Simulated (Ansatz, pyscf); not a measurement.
`[CH2]=[SiH2]` + `[ClH]` -> `[CH3][SiH2][Cl]`, an addition across a multiple bond or ene-type step on the singlet surface: Cl–H broken, C–H, Cl–Si formed. Structures and frequencies: ωB97X-D3(BJ)/def2-SVP in PySCF. Wave-function energies: Ansatz (a quantum-chemistry and plane-wave program), frozen core, RHF or UHF references. In kJ/mol, from the separated reactants.

Cost: rough CPU time of the saddle's run relative to CCSD(T)/cc-pV(D+d)Z, from one job on a shared machine, with the HF step and its search for lower states.

```
level                      barrier  reaction energy  cost
----------------------  ----------  ---------------  ----
r²SCAN/def2-TZVP             -0.20          -332.84     –
B3LYP-D3(BJ)/def2-TZVP        8.31          -323.26     –
CCSD(T)/cc-pV(D+d)Z          46.99          -300.11     1
CCSDT(Q)/cc-pV(D+d)Z    (withheld)       (withheld)   200
CCSD(T)/cc-pV(T+d)Z          31.93          -317.69     9
CCSD(T)/cc-pV(Q+d)Z     (withheld)          -322.84     –
```

Q: Fill in the missing entries.

A: 
- CCSDT(Q)/cc-pV(D+d)Z, barrier: 46.56
- CCSDT(Q)/cc-pV(D+d)Z, reaction energy: -298.54
- CCSD(T)/cc-pV(Q+d)Z, barrier: 26.86

In cc-pV(D+d)Z, going from CCSD(T) to CCSDT(Q) shifts the barrier by -0.42 and the reaction energy by +1.57 kJ/mol. With HF in the quadruple-zeta basis and the correlation energy extrapolated as X⁻³ from X = 3, 4, CCSD(T) gives 22.53 and -327.53; adding the double-zeta shift gives ΔE‡ = 22.11 and ΔE = -325.96 kJ/mol, without core correlation, relativity or geometry relaxation at these levels. On the reactant side the descent ends in a complex, 19.67 kJ/mol under the separated species and 27.02 kJ/mol under the saddle at ωB97X-D3(BJ)/def2-TZVP. On the product side the descent ends in a point that may be a rotor saddle (no frequency run), 6.63 kJ/mol over the lowest minimum found and 351.73 kJ/mol under the saddle at ωB97X-D3(BJ)/def2-TZVP. At ωB97X-D3(BJ)/def2-TZVP the barrier from the zero used here is 7.35 kJ/mol. This is the saddle that the search found; another between the same sides may lie lower.
